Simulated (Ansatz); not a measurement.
Energy landscape of H2S, singlet: symmetric bend, bond length relaxed. Scanned: H-S-H angle. Other coordinates (S-H bond length) were minimised at PBE0/def2-TZVP.

The free coordinates were minimised at PBE0/def2-TZVP in PySCF; the energy column is CCSD(T) on RHF/aug-cc-pVQZ, frozen core (Ansatz, an electronic-structure program), in kcal/mol.

```tsv
a / °	S-H bond length / Å	E
180	1.317	68.8
167	1.324	63.2
157	1.333	53.0
147	1.339	40.7
137	1.341	28.6
127	1.341	17.8
117	1.339	9.1
107	1.339	3.1
97	1.340	0.0
87	1.343	0.1
77	1.348	3.6
67	1.356	10.4
60	1.364	17.1
```
